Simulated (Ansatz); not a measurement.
Input file:

```yaml
crystal:
  periodic: [false, false, false]
  atoms:
    - {symbol: Co, position_ang: [0.000000, 0.000000, 0.000000]}
    - {symbol: C, position_ang: [0.000000, 0.000000, 1.609200]}
basis:
  gaussian: {orbitals: def2-TZVPP}
magnetization: {spin_polarized: true, initial_magnetization: 1}
hamiltonian: {xc: hf}
output: {orbitals: {seedname: orbitals}}
```

```sh
$ ansatz run in.yaml --threads 1 --pin off --events-out ev --progress --plain --max-ram 2560MiB --backend cpu
```

Log:

```
909 factors; their error is unknown
mean field evaluation 1: about -38579.9979 eV, gradient 1.0e2 eV
mean field evaluation 2: about -38091.5751 eV, gradient 3.3e2 eV
mean field evaluation 4: about -38607.0645 eV, gradient 1.1e1 eV
mean field evaluation 8: about -38607.8660 eV, gradient 4.4e0 eV
mean field evaluation 16: about -38608.2698 eV, gradient 2.3e0 eV
mean field evaluation 32: about -38614.6248 eV, gradient 1.4e-4 eV
mean field evaluation 64: about -38490.6549 eV, gradient 1.7e2 eV
mean field evaluation 96: about -38615.0523 eV, gradient 1.5e0 eV
mean field evaluation 128: about -38615.0631 eV, gradient 6.2e-4 eV
mean field evaluation 160: about -38610.3265 eV, gradient 3.4e0 eV
mean field evaluation 192: about -38611.7492 eV, gradient 1.4e1 eV
mean field evaluation 224: about -38614.3114 eV, gradient 1.8e-1 eV
mean field evaluation 256: about -38613.4636 eV, gradient 1.8e-2 eV
mean field evaluation 288: about -38614.1156 eV, gradient 4.1e0 eV
mean field evaluation 320: about -38606.3102 eV, gradient 2.5e1 eV
mean field evaluation 352: about -38612.2152 eV, gradient 1.1e0 eV
mean field evaluation 384: about -38615.2095 eV, gradient 4.9e-1 eV
mean field evaluation 416: about -38614.3333 eV, gradient 9.5e-2 eV
mean field evaluation 448: about -38611.7581 eV, gradient 1.6e0 eV
mean field evaluation 480: about -38610.5393 eV, gradient 8.1e0 eV
mean field evaluation 512: about -38608.7620 eV, gradient 6.9e-2 eV
mean field evaluation 544: about -38614.0146 eV, gradient 7.5e-1 eV
mean field evaluation 576: about -38612.4839 eV, gradient 9.3e0 eV
mean field evaluation 608: about -38609.2021 eV, gradient 1.4e1 eV
mean field -38615.36894824 eV, -1419.0886344108 hartree, gradient 1.5e-6 eV, S^2 3.320338; 22 other end points of the search recorded, 0 dependent functions left out
reference -38615.36894824 eV, -1419.0886344108 hartree; 17, 16 occupied and 78, 79 virtual orbitals, 909 factors
Total energy: -38615.36894824 eV, -1419.0886344108 hartree
```

Ran on 1 thread of AMD EPYC 7R13, shared host: 40 s wall, 0.27 GiB peak host memory.
